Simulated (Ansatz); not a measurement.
# CH4OSi (SMILES OC=[SiH2]): functionals against CCSD(T) at one geometry

The task here is to estimate one member of a computed series from the others.

The runs use Ansatz 0.2.0, Gaussian basis; single points in def2-TZVPP.

Correlated methods freeze the cores.

## The system as given

7 atoms, charge 0, spin multiplicity 1.

Atoms are counted from 1 here; the program's logs count them from 0.

Bond lengths: O1–C2 1.447 Å, O1–H4 0.928 Å, C2–Si3 1.754 Å, C2–H5 1.157 Å, Si3–H6 1.398 Å, Si3–H7 1.170 Å. Angles: C2–O1–H4 104.9°, O1–C2–Si3 125.9°, O1–C2–H5 111.9°, Si3–C2–H5 120.7°, C2–Si3–H6 116.3°, C2–Si3–H7 126.7°, H6–Si3–H7 117.0°.

Geometry (Å):

```xyz
7
CH4OSi
O    -1.18090   -0.96920   -0.72540
C    -0.41320    0.16190   -0.25160
Si    1.04910    0.08140    0.71300
H    -1.84650   -0.59990   -1.25620
H    -0.71520    1.14320   -0.78500
H     1.67510    1.30030    0.99100
H     1.51670   -0.87660    1.19430
```

The first run:

run/in.yaml reads:

```yaml
crystal:
  periodic: [false, false, false]
  atoms:
    - {symbol: O, position_ang: [-1.180900, -0.969200, -0.725400]}
    - {symbol: C, position_ang: [-0.413200, 0.161900, -0.251600]}
    - {symbol: Si, position_ang: [1.049100, 0.081400, 0.713000]}
    - {symbol: H, position_ang: [-1.846500, -0.599900, -1.256200]}
    - {symbol: H, position_ang: [-0.715200, 1.143200, -0.785000]}
    - {symbol: H, position_ang: [1.675100, 1.300300, 0.991000]}
    - {symbol: H, position_ang: [1.516700, -0.876600, 1.194300]}
basis:
  gaussian: {orbitals: def2-TZVPP}
correlation: {method: ccsd_t}
output: {forces: true}
```

No record of the launch command was kept for these runs.

Among the steps run: CCSD(T)/def2-TZVPP; PBE0-D4/def2-TZVPP; wB97M-V/def2-TZVPP; r2SCAN-D4/def2-TZVPP; PBE-D4/def2-TZVPP; B97M-V/def2-TZVPP; BLYP-D4/def2-TZVPP.

One of the session's tables, all rows but one given; the rest of the session is left out.

```
   method  RMS force component (eV/Å)  angle to CCSD(T) forces (°)  dipole (D)
  CCSD(T)                       3.695                    reference        1.09
  PBE0-D4                       3.760                          3.1        1.08
  wB97M-V                           ?                            ?           ?
r2SCAN-D4                       3.717                          1.8        1.11
   PBE-D4                       3.722                          2.8        1.13
   B97M-V                       3.637                          2.6        1.02
  BLYP-D4                       3.646                          2.8        1.09
```

Estimate the missing values for wB97M-V.

As computed: RMS force component (eV/Å): 3.718; angle to CCSD(T) forces (°): 3.3; dipole (D): 1.03. In the column «RMS force component (eV/Å)» it lies between r2SCAN-D4 (3.717) and PBE-D4 (3.722).
